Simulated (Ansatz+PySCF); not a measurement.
# doublet C₂H₅S: levels of theory in one basis

```xyz
8

C    -1.4103    0.4444    0.0215
S     0.1307   -0.6234   -0.0196
C     1.3754    0.5676    0.0412
H    -2.2662   -0.2286   -0.0243
H    -1.4470    1.0190    0.9469
H    -1.4331    1.1132   -0.8399
H     1.1837    1.5824   -0.2801
H     2.3885    0.2026    0.1263
```

Basis set: cc-pVTZ on H, C; cc-pV(T+d)Z on S (spherical functions). Left uncorrelated: 7 orbitals. Correlation on ROHF uses semicanonical orbitals with singles. Charge 0, multiplicity 2.

Computed with Ansatz (development build ahead of 0.2.0); each method stands on the lowest determinant of its kind that the runs found.

| method | E − E(ROHF) (eV) | <S²> of the determinant |
| --- | --- | --- |
| ROHF | 0.00 | 0.75 |
| UHF | -0.17 | 0.77 |
| ROHF-MP2 | -13.90 | – |
| UHF-MP2 | -13.87 | 0.77 |
